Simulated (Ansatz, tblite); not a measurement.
**Trigonal Te: properties by level of theory**

Reference values: lattice constant a 4.456 Å (measured, 293 K, not corrected to a static lattice; as tabulated in Wikipedia's data pages); lattice parameter c 5.928 Å (measured, 293 K, no zero-point or thermal correction; as tabulated in Wikipedia's data pages).

```csv
level (code),equilibrium lattice constant a (Å),c axis length (Å)
GFN1-xTB (tblite),4.053,5.771
PBEsol+SOC (Ansatz),4.315,5.983
rVV10 (Ansatz),4.521,6.022
```

Differences from the reference values (errors of the level alone only where the reference is corrected to a static lattice):

```csv
level,lattice constant a (%),lattice parameter c (%)
GFN1-xTB,-9.04,-2.65
PBEsol+SOC,-3.16,+0.93
rVV10,+1.46,+1.59
```

Nearest: lattice constant a, not ranked (reference at room or unstated temperature); lattice parameter c, not ranked (reference at room or unstated temperature). Values with a doubt, or to which a potential was fitted, aren't ranked.

Caveats: the cell comes from a level without a dispersion term, which matters for the spacing of layers, chains or molecules (PBEsol+SOC); the cell has another shape than the first-principles one, perhaps another minimum in the same group (GFN1-xTB); the method was fitted mainly to molecules (GFN1-xTB); the run uses a supercell at the zone centre in place of a k mesh (GFN1-xTB). Ansatz's density-functional and Hartree–Fock values are scalar-relativistic unless marked +SOC, with PAW data made under PBE.

Differences are worked out from the printed values.

The computed numbers hold no vibrational or temperature effects.

Ansatz is a quantum-chemistry and plane-wave program.
